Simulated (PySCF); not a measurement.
HN2, SMILES [NH+]#N, charge +1.

Geometry optimised at B3LYP-D3(BJ)/def2-TZVPD. The isomer is the one that the SMILES or the coordinates give; other isomers of the formula were not compared.

Two levels are set side by side: PBE/def2-TZVPD (PySCF) and r2SCAN/def2-TZVPD (PySCF). Same geometry, gas phase. Differences are taken from unrounded values.

```tsv
quantity	r2SCAN
orbital gap (eV)	9.61
highest occupied level (eV)	-20.84
lowest empty level (eV)	-11.23
mean polarisability (bohr³)	9.8
```

Question: What does PBE give, and how far is it from r2SCAN? (The exact figures need the calculation; the answer reports its results.)

Answer: 
```tsv
quantity	PBE	PBE minus r2SCAN
orbital gap (eV)	8.73	-0.88
highest occupied level (eV)	-20.25	0.59
lowest empty level (eV)	-11.52	-0.29
mean polarisability (bohr³)	9.9	0.2
```

Rough cost on one machine, each run with all the roots and properties that it gave: r2SCAN against PBE about 4 times.
